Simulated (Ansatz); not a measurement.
The same path of C2H4OS (8 atoms, charge 0, multiplicity 1) was run twice with different band settings. Lost on the way: O3–H8. Made: S4–H8.

Computed with RKS revPBE-D4/def2-SVPD in Ansatz.

Relaxed end points:

```xyz
8
Properties=species:S:1:pos:R:3
C 0.143 0.970 -0.063
C -0.072 -0.511 -0.201
O -0.062 -1.123 1.004
S -0.298 -1.338 -1.615
H 1.098 1.161 0.466
H -0.663 1.405 0.562
H 0.155 1.458 -1.049
H -0.208 -2.080 0.840
```

```xyz
8
Properties=species:S:1:pos:R:3
C 0.131 0.838 0.076
C 0.443 -0.615 0.381
O 1.310 -0.992 1.143
S -0.579 -1.868 -0.472
H 0.822 1.481 0.648
H -0.915 1.071 0.354
H 0.244 1.036 -1.008
H -1.365 -1.007 -1.177
```

Common settings: movable images 7; climbing image yes; spring 5.0 eV/Å²; optimiser quadratic models (default); start path through a guess of the saddle point; iteration limit 60; end points relaxed.

| run | force threshold |
| --- | --- |
| 1 | 0.05 eV/Å |
| 2 | 0.2 eV/Å |

Problem. What does each run give, and how far can it be trusted?

Solution. Run 1: converged after 23 iterations, highest image 1.019 eV above the first end. The profile has 2 maxima (images 3, 6) with wells between them (image 4): this band takes more than one step, which may be the mechanism or a detour left from its start path. A structure lower than the last end lies on the path between it and the top, so the climb from that side starts below the end, which may itself be a saddle point or a shallow side well. A vibrational analysis at the climbing image gives one clearly imaginary mode, 1523i cm⁻¹: a first-order saddle point.
Run 2: converged after 16 iterations, highest image 1.021 eV above the first end. The threshold of 0.2 eV/Å is loose, so the images may lie well off the minimum-energy path. The profile has 2 maxima (images 3, 6) with wells between them (image 4): this band takes more than one step, which may be the mechanism or a detour left from its start path. A structure lower than the last end lies on the path between it and the top, so the climb from that side starts below the end, which may itself be a saddle point or a shallow side well. Another band between the same ends (7 images) ends at a top of the same energy, where a vibrational analysis finds 1 clearly imaginary mode.
The orbitals stay closed-shell, which can raise the energy where a bond breaks towards radicals; this wasn't checked here.
